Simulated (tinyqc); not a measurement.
RKS/B3LYP (VWN-RPA form) in the sto-3g basis, for H2O, spin multiplicity 1, step by step (part 1 of 2). Computed by tinyqc, a small Python program that keeps every step (integrals from PySCF). Settings: charge = 0, multiplicity = 1, basis = sto-3g, energy threshold = 1e-09, iteration cap = 72, orthogonalisation = symmetric, start = highest core orbitals, DIIS depth = 0, method = RKS, functional = b3lyp, grid = [10, 86]. Command: `OMP_NUM_THREADS=1 python tinyqc.py 20028 20029 out.jsonl` (the two numbers bound the seeds that draw the settings). One thread of a shared host (Intel(R) Xeon(R) Processor @ 2.60GHz), about 1 s of CPU time with the checks. Later iterations appear only in the table of the cycle.

## One-electron integrals

Geometry (angstrom):
```
atom         x          y         z
O     0.000000   0.000000  0.000000
H     0.000000   1.000000  0.936000
H     0.000000  -1.000000  0.936000
```

Basis sto-3g: exponents (1/bohr^2) and contraction coefficients of normalised primitives:
```
element  l (shell)    exponent  coefficient
O            s (1)  130.709320     0.154329
O            s (1)   23.808861     0.535328
O            s (1)    6.443608     0.444635
O            s (2)    5.033151    -0.099967
O            s (2)    1.169596     0.399513
O            s (2)    0.380389     0.700115
O            p (3)    5.033151     0.155916
O            p (3)    1.169596     0.607684
O            p (3)    0.380389     0.391957
H            s (1)    3.425251     0.154329
H            s (1)    0.623914     0.535328
H            s (1)    0.168855     0.444635
```

Overlap, kinetic and nuclear-attraction integrals over the contracted functions; the nuclear repulsion is the sum of Za Zb / Rab.

nuclear repulsion = 6.44608452 hartree

overlap S, lower triangle:
```
           1O 1s     1O 2s    1O 2px     1O 2py    1O 2pz     2H 1s     3H 1s
1O 1s   1.000000
1O 2s   0.236704  1.000000
1O 2px  0.000000  0.000000  1.000000
1O 2py  0.000000  0.000000  0.000000   1.000000
1O 2pz  0.000000  0.000000  0.000000   0.000000  1.000000
2H 1s   0.020536  0.249820  0.000000   0.175322  0.164101  1.000000
3H 1s   0.020536  0.249820  0.000000  -0.175322  0.164101  0.119217  1.000000
```

kinetic energy T (hartree), lower triangle:
```
            1O 1s     1O 2s    1O 2px     1O 2py    1O 2pz      2H 1s     3H 1s
1O 1s   29.003200
1O 2s   -0.168011  0.808128
1O 2px   0.000000  0.000000  2.528731
1O 2py   0.000000  0.000000  0.000000   2.528731
1O 2pz   0.000000  0.000000  0.000000   0.000000  2.528731
2H 1s   -0.006597  0.007960  0.000000   0.049724  0.046542   0.760032
3H 1s   -0.006597  0.007960  0.000000  -0.049724  0.046542  -0.010110  0.760032
```

nuclear attraction V (hartree), lower triangle:
```
             1O 1s      1O 2s     1O 2px     1O 2py     1O 2pz      2H 1s      3H 1s
1O 1s   -61.391142
1O 2s    -7.365977  -9.824070
1O 2px    0.000000   0.000000  -9.717908
1O 2py    0.000000   0.000000   0.000000  -9.771379
1O 2pz   -0.010361  -0.130020   0.000000   0.000000  -9.764754
2H 1s    -0.653020  -1.765231   0.000000  -1.066138  -1.024671  -4.560185
3H 1s    -0.653020  -1.765231   0.000000   1.066138  -1.024671  -0.588654  -4.560185
```

core Hamiltonian H = T + V (hartree), lower triangle:
```
             1O 1s      1O 2s     1O 2px     1O 2py     1O 2pz      2H 1s      3H 1s
1O 1s   -32.387942
1O 2s    -7.533988  -9.015942
1O 2px    0.000000   0.000000  -7.189177
1O 2py    0.000000   0.000000   0.000000  -7.242648
1O 2pz   -0.010361  -0.130020   0.000000   0.000000  -7.236023
2H 1s    -0.659617  -1.757272   0.000000  -1.016414  -0.978129  -3.800153
3H 1s    -0.659617  -1.757272   0.000000   1.016414  -0.978129  -0.598763  -3.800153
```

## Two-electron integrals

Functions are numbered as in S; the eight-fold symmetry (ij|kl) = (ji|kl) = (kl|ij) leaves the list below.

Two-electron integrals (ij|kl) in chemists' order, unique and non-zero (hartree):
```
(11|11) 4.785065    (21|11) 0.741380    (21|21) 0.136873    (22|11) 1.118947
(22|21) 0.256633    (22|22) 0.817206    (31|31) 0.024477    (32|31) 0.037809
(32|32) 0.180518    (33|11) 1.115814    (33|21) 0.256684    (33|22) 0.817023
(33|33) 0.880159    (41|41) 0.024477    (42|41) 0.037809    (42|42) 0.180518
(43|43) 0.047444    (44|11) 1.115814    (44|21) 0.256684    (44|22) 0.817023
(44|33) 0.785270    (44|44) 0.880159    (51|51) 0.024477    (52|51) 0.037809
(52|52) 0.180518    (53|53) 0.047444    (54|54) 0.047444    (55|11) 1.115814
(55|21) 0.256684    (55|22) 0.817023    (55|33) 0.785270    (55|44) 0.785270
(55|55) 0.880159    (61|11) 0.064987    (61|21) 0.011911    (61|22) 0.022243
(61|33) 0.022204    (61|41) 0.000374    (61|42) 0.000712    (61|44) 0.022268
(61|51) 0.000350    (61|52) 0.000666    (61|54) 0.000060    (61|55) 0.022260
(61|61) 0.001048    (62|11) 0.188459    (62|21) 0.043900    (62|22) 0.158816
(62|33) 0.155974    (62|41) 0.002366    (62|42) 0.019628    (62|44) 0.160433
(62|51) 0.002215    (62|52) 0.018372    (62|54) 0.004174    (62|55) 0.159881
(62|61) 0.003899    (62|62) 0.041319    (63|31) 0.004203    (63|32) 0.025860
(63|43) 0.003873    (63|53) 0.003625    (63|63) 0.005360    (64|11) 0.109057
(64|21) 0.025700    (64|22) 0.099382    (64|33) 0.095134    (64|41) 0.005382
(64|42) 0.037131    (64|44) 0.105482    (64|51) 0.001104    (64|52) 0.010549
(64|54) 0.006061    (64|55) 0.097414    (64|61) 0.002361    (64|62) 0.031520
(64|64) 0.029165    (65|11) 0.102078    (65|21) 0.024055    (65|22) 0.093021
(65|33) 0.089045    (65|41) 0.001104    (65|42) 0.010549    (65|44) 0.091481
(65|51) 0.005236    (65|52) 0.035734    (65|54) 0.006153    (65|55) 0.098429
(65|61) 0.002210    (65|62) 0.029502    (65|64) 0.022281    (65|65) 0.026215
(66|11) 0.383530    (66|21) 0.090718    (66|22) 0.378400    (66|33) 0.365596
(66|41) 0.005247    (66|42) 0.062081    (66|44) 0.385879    (66|51) 0.004911
(66|52) 0.058107    (66|54) 0.018984    (66|55) 0.383365    (66|61) 0.008083
(66|62) 0.135366    (66|64) 0.118409    (66|65) 0.110831    (66|66) 0.774606
(71|11) 0.064987    (71|21) 0.011911    (71|22) 0.022243    (71|33) 0.022204
(71|41) -0.000374   (71|42) -0.000712   (71|44) 0.022268    (71|51) 0.000350
(71|52) 0.000666    (71|54) -0.000060   (71|55) 0.022260    (71|61) 0.001036
(71|62) 0.003799    (71|64) 0.002143    (71|65) 0.002157    (71|66) 0.007853
(71|71) 0.001048    (72|11) 0.188459    (72|21) 0.043900    (72|22) 0.158816
(72|33) 0.155974    (72|41) -0.002366   (72|42) -0.019628   (72|44) 0.160433
(72|51) 0.002215    (72|52) 0.018372    (72|54) -0.004174   (72|55) 0.159881
(72|61) 0.003799    (72|62) 0.032696    (72|64) 0.017495    (72|65) 0.022701
(72|66) 0.085683    (72|71) 0.003899    (72|72) 0.041319    (73|31) 0.004203
(73|32) 0.025860    (73|43) -0.003873   (73|53) 0.003625    (73|63) 0.004086
(73|73) 0.005360    (74|11) -0.109057   (74|21) -0.025700   (74|22) -0.099382
(74|33) -0.095134   (74|41) 0.005382    (74|42) 0.037131    (74|44) -0.105482
(74|51) -0.001104   (74|52) -0.010549   (74|54) 0.006061    (74|55) -0.097414
(74|61) -0.002143   (74|62) -0.017495   (74|64) -0.005607   (74|65) -0.011963
(74|66) -0.043581   (74|71) -0.002361   (74|72) -0.031520   (74|74) 0.029165
(75|11) 0.102078    (75|21) 0.024055    (75|22) 0.093021    (75|33) 0.089045
(75|41) -0.001104   (75|42) -0.010549   (75|44) 0.091481    (75|51) 0.005236
(75|52) 0.035734    (75|54) -0.006153   (75|55) 0.098429    (75|61) 0.002157
(75|62) 0.022701    (75|64) 0.011963    (75|65) 0.019619    (75|66) 0.064606
(75|71) 0.002210    (75|72) 0.029502    (75|74) -0.022281   (75|75) 0.026215
(76|11) 0.057153    (76|21) 0.013467    (76|22) 0.054036    (76|33) 0.052650
(76|44) 0.053462    (76|51) 0.000972    (76|52) 0.010159    (76|55) 0.055938
(76|61) 0.001187    (76|62) 0.014787    (76|64) 0.009927    (76|65) 0.011927
(76|66) 0.055849    (76|71) 0.001187    (76|72) 0.014787    (76|74) -0.009927
(76|75) 0.011927    (76|76) 0.007328    (77|11) 0.383530    (77|21) 0.090718
(77|22) 0.378400    (77|33) 0.365596    (77|41) -0.005247   (77|42) -0.062081
(77|44) 0.385879    (77|51) 0.004911    (77|52) 0.058107    (77|54) -0.018984
(77|55) 0.383365    (77|61) 0.007853    (77|62) 0.085683    (77|64) 0.043581
(77|65) 0.064606    (77|66) 0.263695    (77|71) 0.008083    (77|72) 0.135366
(77|74) -0.118409   (77|75) 0.110831    (77|76) 0.055849    (77|77) 0.774606
```

## Orthogonalisation

S = U s U^T; symmetric (Loewdin) form X = U s^(-1/2) U^T, so that X^T S X = 1.

eigenvalues of S: 0.584178  0.685385  0.883916  1.000000  1.117054  1.195399  1.534069

X, lower triangle:
```
            1O 1s      1O 2s    1O 2px     1O 2py     1O 2pz      2H 1s     3H 1s
1O 1s    1.022734
1O 2s   -0.128771   1.072912
1O 2px   0.000000   0.000000  1.000000
1O 2py   0.000000   0.000000  0.000000   1.026988
1O 2pz  -0.003877   0.032642  0.000000   0.000000   1.020894
2H 1s    0.013016  -0.130847  0.000000  -0.100817  -0.084114   1.052269
3H 1s    0.013016  -0.130847  0.000000   0.100817  -0.084114  -0.043274  1.052269
```

## Starting guess

The start is the highest orbitals of the core Hamiltonian (a deliberately bad start); D = 2 C_occ C_occ^T.

D at the start, lower triangle:
```
            1O 1s      1O 2s    1O 2px     1O 2py     1O 2pz      2H 1s     3H 1s
1O 1s    0.012031
1O 2s   -0.059347   0.320104
1O 2px   0.000000   0.000000  2.000000
1O 2py   0.000000   0.000000  0.000000   2.150067
1O 2pz   0.126444  -0.499518  0.000000   0.000000   1.892427
2H 1s    0.040860  -0.359356  0.000000  -0.427975  -0.286671   2.269243
3H 1s    0.040860  -0.359356  0.000000   0.427975  -0.286671  -0.171842  2.269243
```

## Iteration 1: exchange-correlation on the grid

Becke grid with 10 radial and 86 angular points per atom, points of zero weight dropped. rho = sum D_ij phi_i phi_j; V_xc,ij = sum w v_xc phi_i phi_j plus the gradient terms; v_xc is d(rho eps)/d rho at fixed gradient. Exact exchange is left to K.

The 12 grid points with the largest w rho, of 2576 (bohr, atomic units):
```
x                  y          z         w       rho  |grad rho|^2     eps_xc       v_xc
0.000000    0.445609  -1.104167  0.134755  0.325540      0.815322  -0.483886  -0.574553
0.000000   -0.445609  -1.104167  0.134755  0.325540      0.815322  -0.483886  -0.574553
0.445609    0.000000  -1.104167  0.134755  0.323480      0.804322  -0.482997  -0.573393
-0.445609   0.000000  -1.104167  0.134755  0.323480      0.804322  -0.482997  -0.573393
0.000000    0.000000  -1.190694  0.131695  0.326994      0.822400  -0.484491  -0.575379
0.225117    0.826763  -0.826763  0.135457  0.317432      0.777785  -0.480523  -0.569885
-0.225117   0.826763  -0.826763  0.135457  0.317432      0.777785  -0.480523  -0.569885
0.225117   -0.826763  -0.826763  0.135457  0.317432      0.777785  -0.480523  -0.569885
-0.225117  -0.826763  -0.826763  0.135457  0.317432      0.777785  -0.480523  -0.569885
0.826763    0.225117  -0.826763  0.135487  0.311539      0.745305  -0.477865  -0.566523
0.826763   -0.225117  -0.826763  0.135487  0.311539      0.745305  -0.477865  -0.566523
-0.826763  -0.225117  -0.826763  0.135487  0.311539      0.745305  -0.477865  -0.566523
```

electrons on the grid, sum of w rho = 10.036087

E_xc = sum of w rho eps_xc = -4.35477304 hartree

V_xc (hartree), lower triangle:
```
            1O 1s      1O 2s     1O 2px     1O 2py     1O 2pz      2H 1s      3H 1s
1O 1s   -0.666956
1O 2s   -0.180429  -0.617623
1O 2px   0.000000   0.000000  -0.621956
1O 2py   0.000000   0.000000   0.000000  -0.630249
1O 2pz   0.001483   0.032372   0.000000   0.000000  -0.615277
2H 1s   -0.015510  -0.116502   0.000000  -0.077319  -0.068331  -0.443601
3H 1s   -0.015510  -0.116502   0.000000   0.077319  -0.068331  -0.041927  -0.443601
```

## Iteration 1: building the Kohn-Sham matrix

J_ij = sum D_kl (ij|kl), K_ij = sum D_kl (ik|jl); F = H + J - 0.1 K + V_xc; E = tr D H + tr D J / 2 - 0.05 tr D K + E_xc + E_nn.

Coulomb J (hartree), lower triangle:
```
            1O 1s     1O 2s    1O 2px     1O 2py    1O 2pz     2H 1s     3H 1s
1O 1s    8.227033
1O 2s    1.900191  6.378789
1O 2px   0.000000  0.000000  6.334877
1O 2py   0.000000  0.000000  0.000000   6.413984
1O 2pz  -0.020647  0.004110  0.000000   0.000000  6.383917
2H 1s    0.164356  1.361635  0.000000   0.901149  0.856081  4.284666
3H 1s    0.164356  1.361635  0.000000  -0.901149  0.856081  0.531805  4.284666
```

exchange K (hartree), lower triangle:
```
            1O 1s      1O 2s    1O 2px     1O 2py    1O 2pz     2H 1s     3H 1s
1O 1s    0.158152
1O 2s    0.225940   1.224067
1O 2px   0.000000   0.000000  1.981354
1O 2py   0.000000   0.000000  0.000000   2.024941
1O 2pz  -0.019791  -0.537628  0.000000   0.000000  1.854452
2H 1s    0.024748   0.272655  0.000000   0.304360  0.188955  1.591706
3H 1s    0.024748   0.272655  0.000000  -0.304360  0.188955  0.141488  1.591706
```

Kohn-Sham matrix F (hartree), lower triangle:
```
             1O 1s      1O 2s     1O 2px     1O 2py     1O 2pz      2H 1s      3H 1s
1O 1s   -24.843681
1O 2s    -5.836821  -3.377183
1O 2px    0.000000   0.000000  -1.674391
1O 2py    0.000000   0.000000   0.000000  -1.661407
1O 2pz   -0.027547  -0.039776   0.000000   0.000000  -1.652828
2H 1s    -0.513246  -0.539405   0.000000  -0.223021  -0.209274  -0.118259
3H 1s    -0.513246  -0.539405   0.000000   0.223021  -0.209274  -0.123034  -0.118259
```

total energy of this density = -28.87934110 hartree

## Iteration 1: diagonalisation and new density

Diagonalise F' = X^T F X, C = X C', fill 5 alpha and 5 beta electrons from the bottom; D = 2 C_occ C_occ^T. Each column has its largest component positive (the first on a tie).

F' = X^T F X (hartree), lower triangle:
```
            1          2          3          4          5          6         7
1  -24.528323
2   -2.657190  -2.427429
3    0.000000   0.000000  -1.674391
4    0.000000   0.000000   0.000000  -1.659833
5   -0.031009  -0.034853   0.000000   0.000000  -1.653823
6   -0.055134  -0.169733   0.000000  -0.083965  -0.067344   0.022230
7   -0.055134  -0.169733   0.000000   0.083965  -0.067344  -0.048257  0.022230
```

orbital energies (hartree): MO1 -24.843811, MO2 -2.140804, MO3 -1.674391, MO4 -1.667944, MO5 -1.655302, MO6 0.004315, MO7 0.078598

coefficients C:
```
              MO1        MO2       MO3        MO4        MO5        MO6        MO7
1O 1s    1.000516  -0.244766  0.000000   0.000000   0.017649   0.040827   0.000000
1O 2s   -0.002267   1.052227  0.000000   0.000000  -0.073309  -0.300782   0.000000
1O 2px   0.000000   0.000000  1.000000   0.000000   0.000000   0.000000   0.000000
1O 2py   0.000000   0.000000  0.000000   1.014885   0.000000   0.000000  -0.212231
1O 2pz   0.001041   0.105737  0.000000   0.000000   1.007324  -0.177691   0.000000
2H 1s    0.000431  -0.058037  0.000000  -0.047792  -0.039463   0.726963   0.779735
3H 1s    0.000431  -0.058037  0.000000   0.047792  -0.039463   0.726963  -0.779735
```

D after iteration 1, lower triangle:
```
            1O 1s      1O 2s    1O 2px     1O 2py     1O 2pz     2H 1s     3H 1s
1O 1s    2.122509
1O 2s   -0.522224   2.225121
1O 2px   0.000000   0.000000  2.000000
1O 2py   0.000000   0.000000  0.000000   2.059983
1O 2pz  -0.014123   0.074822  0.000000   0.000000   2.051764
2H 1s    0.027881  -0.116353  0.000000  -0.097007  -0.091777  0.014420
3H 1s    0.027881  -0.116353  0.000000   0.097007  -0.091777  0.005284  0.014420
```

## Iteration 2: exchange-correlation on the grid

As before.

The 12 grid points with the largest w rho, of 2576 (bohr, atomic units):
```
x                  y          z         w       rho  |grad rho|^2     eps_xc       v_xc
-0.687448  -0.687448  -0.687448  0.136229  0.342281      0.916637  -0.491200  -0.583701
0.687448    0.687448  -0.687448  0.136229  0.342281      0.916637  -0.491200  -0.583701
-0.687448   0.687448  -0.687448  0.136229  0.342281      0.916637  -0.491200  -0.583701
0.687448   -0.687448  -0.687448  0.136229  0.342281      0.916637  -0.491200  -0.583701
-0.225117  -0.826763  -0.826763  0.135457  0.343191      0.921339  -0.491566  -0.584201
0.225117    0.826763  -0.826763  0.135457  0.343191      0.921339  -0.491566  -0.584201
0.225117   -0.826763  -0.826763  0.135457  0.343191      0.921339  -0.491566  -0.584201
-0.225117   0.826763  -0.826763  0.135457  0.343191      0.921339  -0.491566  -0.584201
-1.104167   0.000000   0.445609  0.134532  0.345021      0.940572  -0.492541  -0.585090
1.104167    0.000000   0.445609  0.134532  0.345021      0.940572  -0.492541  -0.585090
-0.826763  -0.826763  -0.225117  0.135002  0.343491      0.929241  -0.491846  -0.584290
0.826763    0.826763  -0.225117  0.135002  0.343491      0.929241  -0.491846  -0.584290
```

electrons on the grid, sum of w rho = 9.978138

E_xc = sum of w rho eps_xc = -8.13560575 hartree

V_xc (hartree), lower triangle:
```
            1O 1s      1O 2s     1O 2px     1O 2py     1O 2pz      2H 1s      3H 1s
1O 1s   -2.444706
1O 2s   -0.352133  -0.686915
1O 2px   0.000000   0.000000  -0.685507
1O 2py   0.000000   0.000000   0.000000  -0.686314
1O 2pz  -0.000341  -0.001559   0.000000   0.000000  -0.686152
2H 1s   -0.031124  -0.114023   0.000000  -0.064951  -0.060859  -0.184049
3H 1s   -0.031124  -0.114023   0.000000   0.064951  -0.060859  -0.029541  -0.184049
```

## Iteration 2: building the Kohn-Sham matrix

As before.

Coulomb J (hartree), lower triangle:
```
            1O 1s     1O 2s    1O 2px     1O 2py    1O 2pz     2H 1s     3H 1s
1O 1s   18.542786
1O 2s    3.535309  8.786091
1O 2px   0.000000  0.000000  8.778737
1O 2py   0.000000  0.000000  0.000000   8.778045
1O 2pz   0.001776  0.002041  0.000000   0.000000  8.778055
2H 1s    0.307923  1.648158  0.000000   1.012998  0.947906  3.783888
3H 1s    0.307923  1.648158  0.000000  -1.012998  0.947906  0.545880  3.783888
```

exchange K (hartree), lower triangle:
```
           1O 1s     1O 2s    1O 2px     1O 2py    1O 2pz     2H 1s     3H 1s
1O 1s   9.837643
1O 2s   1.714692  2.862298
1O 2px  0.000000  0.000000  2.355335
1O 2py  0.000000  0.000000  0.000000   2.360432
1O 2pz  0.000702  0.008351  0.000000   0.000000  2.359037
2H 1s   0.159772  0.482087  0.000000   0.235982  0.217131  0.152892
3H 1s   0.159772  0.482087  0.000000  -0.235982  0.217131  0.083841  0.152892
```

Kohn-Sham matrix F (hartree), lower triangle:
```
             1O 1s      1O 2s    1O 2px     1O 2py     1O 2pz      2H 1s      3H 1s
1O 1s   -17.273626
1O 2s    -4.522281  -1.202996
1O 2px    0.000000   0.000000  0.668519
1O 2py    0.000000   0.000000  0.000000   0.613039
1O 2pz   -0.008996  -0.130374  0.000000   0.000000   0.619976
2H 1s    -0.398795  -0.271345  0.000000  -0.091966  -0.112795  -0.215603
3H 1s    -0.398795  -0.271345  0.000000   0.091966  -0.112795  -0.090809  -0.215603
```

total energy of this density = -73.62954079 hartree

## Iteration 2: diagonalisation and new density

As before.

F' = X^T F X (hartree), lower triangle:
```
            1          2         3          4          5          6          7
1  -16.916298
2   -2.503293  -0.313115
3    0.000000   0.000000  0.668519
4    0.000000   0.000000  0.000000   0.682127
5   -0.014227  -0.067773  0.000000   0.000000   0.674008
6   -0.016773  -0.146604  0.000000  -0.155031  -0.138048  -0.130581
7   -0.016773  -0.146604  0.000000   0.155031  -0.138048  -0.033894  -0.130581
```

orbital energies (hartree): MO1 -17.285716, MO2 -0.324513, MO3 -0.154166, MO4 0.172463, MO5 0.668519, MO6 0.717885, MO7 0.739606

coefficients C:
```
              MO1        MO2        MO3        MO4       MO5        MO6        MO7
1O 1s    0.993034  -0.122226   0.000000  -0.248726  0.000000   0.000636   0.000000
1O 2s    0.028665   0.372738   0.000000   1.030537  0.000000   0.035608   0.000000
1O 2px   0.000000   0.000000   0.000000   0.000000  1.000000   0.000000   0.000000
1O 2py   0.000000   0.000000   0.122523   0.000000  0.000000   0.000000   1.029574
1O 2pz   0.001951   0.116778   0.000000   0.010573  0.000000   1.021618   0.000000
2H 1s   -0.004087   0.527351   0.723776  -0.451414  0.000000  -0.226959  -0.293973
3H 1s   -0.004087   0.527351  -0.723776  -0.451414  0.000000  -0.226959   0.293973
```

D after iteration 2, lower triangle:
```
            1O 1s      1O 2s    1O 2px     1O 2py    1O 2pz      2H 1s     3H 1s
1O 1s    2.125842
1O 2s   -0.546829   2.403524
1O 2px   0.000000   0.000000  2.000000
1O 2py   0.000000   0.000000  0.000000   0.030024
1O 2pz  -0.029932   0.108959  0.000000   0.000000  0.027505
2H 1s    0.087529  -0.537504  0.000000   0.177358  0.113604   2.011483
3H 1s    0.087529  -0.537504  0.000000  -0.177358  0.113604  -0.083922  2.011483
```
